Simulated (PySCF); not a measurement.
All values below come from PBE-D3(BJ)/def2-TZVP in PySCF. Gas-phase values, no solvent. One relaxed conformer stands for a flexible species; it need not be the lowest. Excitations are Tamm–Dancoff values on a coarser integration grid. The basis has no diffuse functions, so Rydberg states are missing or too high.

Reference species (SMILES): `[F][Al]([SH])[SH]` (S–Al–S–H torsion 0°, S–Al–S–H torsion -179°) (neutral, multiplicity 1).

```
Property                                       Value
-------------------------------------------  -------
T1 excitation (TDA)                          4.79 eV
brightest of the four lowest singlets (TDA)  5.56 eV
```

Changed species: `[F][Al]([F])[F]` (0 of 3 F replaced by SH; the reference has 2 of 3 F replaced by SH).

**Question.** What does the change do to the T1 excitation (TDA) and brightest of the four lowest singlets (TDA)?

**Answer.** the T1 excitation (TDA) goes up by 2.19 eV, to 6.98 eV; the brightest of the four lowest singlets (TDA) rises by 2.36 eV, to 7.92 eV.
